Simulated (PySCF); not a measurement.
C₅H₅O (doublet state).
Geometry (GFN2-xTB, Å), atoms numbered from 1 in this order:
```xyz
11
C5H5O angstrom
C     -2.222    0.070    0.130
C     -0.987   -0.450    0.329
C      0.195    0.297    0.300
C      1.469   -0.283    0.512
C      2.613    0.365    0.497
O      3.631    0.930    0.486
H     -2.363    1.119   -0.066
H     -3.103   -0.545    0.161
H     -0.894   -1.512    0.524
H      0.142    1.357    0.107
H      1.524   -1.346    0.704
```

The hyperfine couplings belong to this conformer and change with its torsions.

As a line formula: `C=C[CH]C=C=O` [radical].

Computed with PySCF 2.14.0, UKS B3LYP, pcH-1 on C H O, non-relativistic, mean-field spin-orbit, GIAO. Geometry: GFN2-xTB, one conformer, isolated molecule. The geometry wasn't refined by DFT: couplings that depend on bond lengths, twists or pyramidal angles can differ widely from those at the functional's own minimum. No stability test was run, so a lower SCF solution isn't excluded. ⟨S²⟩ is 0.776 where a pure state has 0.75.

(1) Predict the first-order ENDOR lines of H10, H8, H7, H9 and H11 under fast tumbling at B = 340.2 mT (X band).

(2) Which pairs are centred on the nuclear Larmor frequency, and which on half the coupling?

## Answers

(1) ν± = |νn ± a/2|, one line for each electron-spin manifold; νn = |g_N| × 7.62259 MHz/T × B.

| nuclei | isotope | g_N | νn (MHz) | a_iso (MHz) | lower line (MHz) | upper line (MHz) |
| --- | --- | --- | --- | --- | --- | --- |
| H10 | 1H | 5.5857 | 14.48 | -35.05 | 3.04 | 32.01 |
| H8 | 1H | 5.5857 | 14.48 | -34.19 | 2.61 | 31.58 |
| H7 | 1H | 5.5857 | 14.48 | -32.20 | 1.61 | 30.58 |
| H9 | 1H | 5.5857 | 14.48 | 10.33 | 9.32 | 19.65 |
| H11 | 1H | 5.5857 | 14.48 | 2.49 | 13.24 | 15.73 |

(2) Centred on νn, since |a| < 2νn: H9 and H11. Centred on |a|/2 and split by 2νn: H10, H8 and H7.

Largest spin populations (Mulliken): C3 (+0.56), C1 (+0.55), C2 (-0.23) and C5 (+0.19). Three atoms exceed +0.15. The positive populations add up to 1.40 and the negative ones to -0.40, together 2S = 1. The angles at C3 add up to 360.0°, so it is planar.

On one thread, Arm Neoverse V1 (aarch64), no GPU, shared host with 64 logical CPUs at a one-minute load of 22, this took 25 s (grids of density and orbitals included) and 0.68 GiB of memory at its peak.
